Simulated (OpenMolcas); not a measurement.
# [AlH4]− (SMILES [AlH4-]): a chain of runs

Aim: the energy (UHF/STO-3G), then a single-point energy (CASSCF(2,2)/STO-3G), then the energy (CASPT2(2,2)/STO-3G), then the energy (SC-NEVPT2(2,2)/STO-3G), then a single-point energy (MRCI(2,2)/STO-3G) of [AlH4]−. 

The calculation is run with OpenMolcas 26.06.

## Step 1: The molecule

[AlH4]− has 5 atoms, charge -1, and is taken as a singlet. SMILES: `[AlH4-]`. The Al1–H4 distance was set to 2.848 Å, away from the relaxed value. At this shape a bond of the SMILES string is far longer than usual.

Bond lengths: Al1–H2 1.628 Å, Al1–H3 1.628 Å, Al1–H5 1.627 Å. Angles: H2–Al1–H3 109.4°, H2–Al1–H5 109.4°, H3–Al1–H5 109.4°.

## Step 2: The energy at UHF/STO-3G (run 1)

The input, step1.input:

```
>>> EXPORT MOLCAS_PRINT=2

&gateway
 baslib = $CurrDir
 coord
 5
 angstrom
 Al       0.152839       0.387938       1.146099
 H        1.596369      -0.116392       1.703589
 H       -1.030111      -0.216622       2.086309
 H       -0.203840      -0.517130      -1.530710
 H        0.096189       2.013728       1.183429
 basis = STO-3G
 group = NoSym

&seward

&scf
 uhf
 charge = -1
 scramble = 0.25
 prorbitals = 1 1
```

The basis set STO-3G is read from a file made from the Basis Set Exchange's data (not shown).

On the command line:

```bash
$ export MOLCAS_MEM=1860
$ pymolcas step1.input > step1.log
```

The log of the run:

```text
--- Start Module: gateway ---
[...]
--- Stop Module: gateway /rc=_RC_ALL_IS_WELL_ ---
--- Start Module: seward ---
[...]
      Basis functions           13
--- Stop Module: seward /rc=_RC_ALL_IS_WELL_ ---
--- Start Module: scf ---
[...]
       Convergence after  17 Iterations
[...]
::    Total SCF energy                               -240.9621488396
[...]
      Total spin, S                                     0.4064923083
[...]
      Total electronic charge=   18.000000
      Total            charge=   -1.000000
[...]
      Dipole Moment (debye):
      Origin of the operator (angstrom)=    0.1479    0.3753    1.1090
                   X=  1.6375E-01               Y=  4.1764E-01               Z=  1.2215E+00           Total=  1.3012E+00
      Center of Charge (angstrom)
[...]
--- Stop Module: scf /rc=_RC_ALL_IS_WELL_ ---
[...]
```

It took 1.5 s on 1 thread of Arm Neoverse V2, shared host; peak memory 0.37 GiB.

## Step 3: A single-point energy at CASSCF(2,2)/STO-3G (run 2)

The input, step2.inp:

```
>>> EXPORT MOLCAS_PRINT=2
&GATEWAY
BasLib
$CurrDir
Coord
5
angstrom
Al       0.152839       0.387938       1.146099
H        1.596369      -0.116392       1.703589
H       -1.030111      -0.216622       2.086309
H       -0.203840      -0.517130      -1.530710
H        0.096189       2.013728       1.183429
Basis
STO-3G
Group
NoSym
&SEWARD
&RASSCF
FileOrb
$CurrDir/step1.UnaOrb
Spin
1
Nactel
2 0 0
Inactive
8
Ras2
2
OrbListing
Nothing
```

The basis set STO-3G is read from a file made from the Basis Set Exchange's data (not shown).

On the command line:

```bash
$ export MOLCAS_MEM=1860
$ pymolcas step2.inp > step2.log
```

The log of the run:

```text
--- Start Module: gateway ---
[...]
--- Stop Module: gateway /rc=_RC_ALL_IS_WELL_ ---
--- Start Module: seward ---
[...]
      Basis functions           13
--- Stop Module: seward /rc=_RC_ALL_IS_WELL_ ---
--- Start Module: rasscf ---
[...]
      Number of active orbitals                  2
[...]
      Spin quantum number                      0.0
[...]
      Active orbitals                            2
[...]
      Number of CSFs                             3
[...]
      Number of root(s) required                 1
[...]
      Convergence after  7 iterations
[...]
      printout of CI-coefficients larger than  0.05 for root  1
      energy=    -240.983485
      conf/sym  11     Coeff  Weight
             1  20   0.95275 0.90773
             3  02  -0.30376 0.09227
      Natural orbitals and occupation numbers for root  1
      sym 1:   1.815462   0.184538
      ************************************************************************************************************************
      *                                                    Final results                                                     *
[...]
::    RASSCF root number  1 Total energy:   -240.98348460
[...]
      Total electronic charge=   18.000000
      Total            charge=   -1.000000
[...]
      Dipole Moment (debye):
      Origin of the operator (angstrom)=    0.1479    0.3753    1.1090
                   X=  1.8286E-01               Y=  4.6606E-01               Z=  1.3645E+00           Total=  1.4535E+00
      Center of Charge (angstrom)
[...]
--- Stop Module: rasscf /rc=_RC_ALL_IS_WELL_ ---
[...]
```

Run time: 1.4 s. Hardware: 1 thread of Arm Neoverse V2, shared host; peak memory 0.37 GiB.

## Step 4: A single-point energy at CASPT2(2,2)/STO-3G (run 3)

The input, step3.input:

```
>>> EXPORT MOLCAS_PRINT=2

&gateway
 baslib=$CurrDir
 coord
 5
 angstrom
 Al       0.152839       0.387938       1.146099
 H        1.596369      -0.116392       1.703589
 H       -1.030111      -0.216622       2.086309
 H       -0.203840      -0.517130      -1.530710
 H        0.096189       2.013728       1.183429
 basis=STO-3G
 group=NoSym

&seward

&rasscf
 fileorb=$CurrDir/step2.RasOrb
 spin=1
 nactel=2 0 0
 inactive=8
 ras2=2
 orblisting=Nothing

&caspt2
 imaginary=0.1
 frozen=5
```

The basis set STO-3G is read from a file made from the Basis Set Exchange's data (not shown).

On the command line:

```bash
$ export MOLCAS_MEM=1860
$ pymolcas step3.input > step3.log
```

The log of the run:

```text
--- Start Module: gateway ---
[...]
--- Stop Module: gateway /rc=_RC_ALL_IS_WELL_ ---
[...]
      Basis functions           13
[...]
--- Start Module: rasscf ---
[...]
      Number of active orbitals                  2
[...]
      Spin quantum number                      0.0
[...]
      Active orbitals                            2
[...]
      Number of CSFs                             3
[...]
      Number of root(s) required                 1
[...]
      Convergence after  4 iterations
[...]
      printout of CI-coefficients larger than  0.05 for root  1
      energy=    -240.983485
      conf/sym  11     Coeff  Weight
             1  20   0.95275 0.90773
             3  02  -0.30376 0.09227
      Natural orbitals and occupation numbers for root  1
      sym 1:   1.815460   0.184540
      ************************************************************************************************************************
      *                                                    Final results                                                     *
[...]
::    RASSCF root number  1 Total energy:   -240.98348460
[...]
      Total electronic charge=   18.000000
      Total            charge=   -1.000000
[...]
      Dipole Moment (debye):
      Origin of the operator (angstrom)=    0.1479    0.3753    1.1090
                   X=  1.8286E-01               Y=  4.6604E-01               Z=  1.3645E+00           Total=  1.4534E+00
      Center of Charge (angstrom)
[...]
--- Stop Module: rasscf /rc=_RC_ALL_IS_WELL_ ---
--- Start Module: caspt2 ---
[...]
      E2 (Variational):          -0.0336607401
      Total energy:            -241.0171453361
[...]
      Reference weight:           0.98176
[...]
::    CASPT2 Root  1     Total energy:   -241.01714534
[...]
--- Stop Module: caspt2 /rc=_RC_ALL_IS_WELL_ ---
[...]
```

Run time: 1.4 s. Hardware: 1 thread of Arm Neoverse V2, shared host; peak memory 0.37 GiB.

## Step 5: The energy at SC-NEVPT2(2,2)/STO-3G (run 4)

The input, step4.inp:

```
* AlH4 NEVPT2

&gateway
  baslib=$CurrDir
  coord
  5
  angstrom
  Al       0.152839       0.387938       1.146099
  H        1.596369      -0.116392       1.703589
  H       -1.030111      -0.216622       2.086309
  H       -0.203840      -0.517130      -1.530710
  H        0.096189       2.013728       1.183429
  basis=STO-3G
  group=NoSym

&seward

&rasscf
  fileorb=$CurrDir/step2.RasOrb
  spin=1
  nactel=2 0 0
  inactive=8
  ras2=2
  orblisting=Nothing

&caspt2
  sc-nevpt2
  frozen=5
```

The basis set STO-3G is read from a file made from the Basis Set Exchange's data (not shown).

On the command line:

```bash
$ export MOLCAS_MEM=1860
$ pymolcas step4.inp > step4.log
```

The log of the run:

```text
--- Start Module: gateway ---
[...]
--- Stop Module: gateway /rc=_RC_ALL_IS_WELL_ ---
[...]
      Basis functions           13
[...]
--- Start Module: rasscf ---
[...]
      Number of active orbitals                  2
[...]
      Spin quantum number                      0.0
[...]
      Active orbitals                            2
[...]
      Number of CSFs                             3
[...]
      Number of root(s) required                 1
[...]
      Convergence after  4 iterations
[...]
      printout of CI-coefficients larger than  0.05 for root  1
      energy=    -240.983485
      conf/sym  11     Coeff  Weight
             1  20   0.95275 0.90773
             3  02  -0.30376 0.09227
      Natural orbitals and occupation numbers for root  1
      sym 1:   1.815460   0.184540
      ************************************************************************************************************************
      *                                                    Final results                                                     *
[...]
::    RASSCF root number  1 Total energy:   -240.98348460
[...]
      Total electronic charge=   18.000000
      Total            charge=   -1.000000
[...]
      Dipole Moment (debye):
      Origin of the operator (angstrom)=    0.1479    0.3753    1.1090
                   X=  1.8286E-01               Y=  4.6604E-01               Z=  1.3645E+00           Total=  1.4534E+00
      Center of Charge (angstrom)
[...]
--- Stop Module: rasscf /rc=_RC_ALL_IS_WELL_ ---
--- Start Module: caspt2 ---
[...]
      E2 (Variational):          -0.0332059431
[...]
      E2 (Variational):          -0.0331813130
      Total energy:            -241.0166659090
[...]
      Reference weight:           0.98221
[...]
::    SC-NEVPT2 Root  1     Total energy:   -241.01666591
[...]
--- Stop Module: caspt2 /rc=_RC_ALL_IS_WELL_ ---
[...]
```

It took 1.4 s on 1 thread of Arm Neoverse V2, shared host; peak memory 0.37 GiB.

## Step 6: The energy at MRCI(2,2)/STO-3G (run 5)

The input, step5.inp:

```
* AlH4 MRCI

&GATEWAY
 BasLib = $CurrDir
 Coord
 5
 angstrom
 Al       0.152839       0.387938       1.146099
 H        1.596369      -0.116392       1.703589
 H       -1.030111      -0.216622       2.086309
 H       -0.203840      -0.517130      -1.530710
 H        0.096189       2.013728       1.183429
 Basis = STO-3G
 Group = NoSym

&SEWARD

&RASSCF
 FileOrb = $CurrDir/step2.RasOrb
 Spin = 1
 Nactel = 2 0 0
 Inactive = 8
 Ras2 = 2
 OrbListing = Nothing

&MOTRA
 LumOrb
 Frozen = 5

&GUGA
 Electrons = 8
 Spin = 1
 Inactive = 3
 Active = 2
 CIAll = 1

&MRCI
 SDCI
```

The basis set STO-3G is read from a file made from the Basis Set Exchange's data (not shown).

On the command line:

```bash
$ export MOLCAS_MEM=1860
$ pymolcas step5.inp > step5.log
```

The log of the run:

```text
--- Start Module: gateway ---
[...]
--- Stop Module: gateway /rc=_RC_ALL_IS_WELL_ ---
[...]
      Basis functions           13
[...]
      Number of active orbitals                  2
[...]
      Spin quantum number                      0.0
[...]
      Active orbitals                            2
[...]
      Number of CSFs                             3
[...]
      Number of root(s) required                 1
[...]
      Convergence after  4 iterations
[...]
      printout of CI-coefficients larger than  0.05 for root  1
      energy=    -240.983485
      conf/sym  11     Coeff  Weight
             1  20   0.95275 0.90773
             3  02  -0.30376 0.09227
      Natural orbitals and occupation numbers for root  1
      sym 1:   1.815460   0.184540
      ************************************************************************************************************************
      *                                                    Final results                                                     *
[...]
::    RASSCF root number  1 Total energy:   -240.98348460
[...]
      Dipole Moment (debye):
      Origin of the operator (angstrom)=    0.1479    0.3753    1.1090
                   X=  1.8286E-01               Y=  4.6604E-01               Z=  1.3645E+00           Total=  1.4534E+00
      Center of Charge (angstrom)
[...]
--- Start Module: guga ---
[...]
--- Stop Module: guga /rc=_RC_ALL_IS_WELL_ ---
[...]
       (But an ACPF correction will be computed)
       USE THE DEFAULT ACPF G-VALUE GFAC=  0.25000000000000000
[...]
                      CI ENERGY:  -241.03172912
[...]
                ACPF CORRECTION:    -0.00143223
[...]
      Total electronic charge=   18.000000
      Total            charge=   -1.000000
[...]
     ACPF CORRECTION:     -0.00143223
[...]
  CI State   1     Total energy:   -241.03172912     QDav:     -0.00192872     QACPF:     -0.00143223
[...]
```

It took 1.5 s on 1 thread of Arm Neoverse V2, shared host; peak memory 0.37 GiB.

## Step 7: Outcome

| quantity | value |
| --- | --- |
| run 1, UHF/STO-3G: total energy | -240.96215 Eh |
| run 1, UHF/STO-3G: HOMO energy | 4.20 eV |
| run 1, UHF/STO-3G: LUMO energy | 13.44 eV |
| run 1, UHF/STO-3G: HOMO–LUMO gap (to an unbound level, set by the basis) | 9.24 eV |
| run 1, UHF/STO-3G: ⟨S²⟩ | 0.572 |
| run 2, CASSCF(2,2)/STO-3G: total energy | -240.98348 Eh |
| run 3, CASPT2(2,2)/STO-3G: total energy | -241.01715 Eh |
| run 4, SC-NEVPT2(2,2)/STO-3G: total energy | -241.01667 Eh |
| run 5, MRCI(2,2)/STO-3G: total energy | -241.03173 Eh |

⟨S²⟩ (run 1, UHF/STO-3G) is 0.57 where a pure singlet has 0.00: the reference is spin-contaminated. Mulliken charges (run 1, UHF/STO-3G) run from -0.41 on H2 to +0.54 on Al1; they depend strongly on the basis. The HOMO (run 1, UHF/STO-3G) lies at positive energy, 4.20 eV: the electron is unbound at this level or held by a compact basis; values depend on the basis. Mulliken charges (run 2, CASSCF(2,2)/STO-3G) run from -0.41 on H2 to +0.55 on Al1; they depend strongly on the basis. Mulliken charges (run 4, SC-NEVPT2(2,2)/STO-3G) of the CASSCF density run from -0.41 on H2 to +0.55 on Al1. Mulliken charges (run 5, MRCI(2,2)/STO-3G) of the CASSCF density run from -0.41 on H2 to +0.55 on Al1.
